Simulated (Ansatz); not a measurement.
HF beside N$_{2}$: one fragment in the basis of the whole pair (the partner's atoms are ghosts).

Input (in.yaml):

```yaml
crystal:
  periodic: [false, false, false]
  atoms:
    - {symbol: F, position_ang: [-0.082855, -0.123571, -1.974152]}
    - {symbol: H, position_ang: [-0.043611, -0.062965, -1.053002]}
basis:
  gaussian:
    orbitals: "def2-TZVPPD.json"
    ghost_atoms:
      - {symbol: N, position_ang: [0.040916, 0.061607, 0.970789]}
      - {symbol: N, position_ang: [0.085551, 0.124827, 2.056365]}
hamiltonian: {xc: {name: wB97X-V}}
```

The basis file named in the input lies beside it (Basis Set Exchange, JSON).

Command:

```bash
ansatz run in.yaml --threads 2 --pin off --events-out ev --progress --plain --max-ram 5222MiB
```

Output of Ansatz 0.2.0:

```
Functional definition: wB97X-V
  name "wB97X-V"
  cite "Mardirossian & Head-Gordon, Phys. Chem. Chem. Phys. 16, 9904 (2014) doi:10.1039/C3CP54374A"
  cite "Becke, J. Chem. Phys. 107, 8554 (1997) doi:10.1063/1.475007"
  cite "Vydrov & Van Voorhis, J. Chem. Phys. 133, 244103 (2010) doi:10.1063/1.3521275"
  parameter omega = 0.3/bohr
  parameter cx = 0.167
  parameter cx1 = 0.603
  parameter cx2 = 1.194
  parameter css0 = 0.556
  parameter css1 = -0.257
  parameter cos0 = 1.219
  parameter cos1 = -1.850
  parameter b = 6.0
  parameter c = 0.01
  exchange = spin_sum(e_x_unif_sr(omega)*poly(b97_u_x, 1 - cx, cx1, cx2)) + cx*exact_x_sr(omega) + exact_x_lr(omega)
  correlation = spin_sum(e_c_pw_same_spin*poly(b97_u_same, css0, css1))
      + integral(e_c_pw_opposite_spin*poly(b97_u_opposite, cos0, cos1)) + vv10(b, c)
610 factors; their error is unknown
148 factors; integrals over basis functions are off by at most 8.3e-5 eV
mean field evaluation 1: about -2732.2902 eV, gradient 3.0e1 eV
mean field evaluation 2: about -2732.2213 eV, gradient 3.4e1 eV
mean field evaluation 4: about -2733.5585 eV, gradient 2.4e-1 eV
mean field evaluation 8: about -2733.5648 eV, gradient 9.6e-3 eV
mean field -2733.56480631 eV, -100.4566537552 hartree, gradient 1.3e-5 eV, S^2 0.000000; 0 other end points of the search recorded, 0 dependent functions left out
reference -2733.56480451 eV, -100.4566536890 hartree; 5, 5 occupied and 126, 126 virtual orbitals, 610 factors
Total energy: -2733.56480451 eV, -100.4566536890 hartree
```

Hardware: 2 CPU threads of an Arm Neoverse V1, shared host. Wall time about 2.1 s.
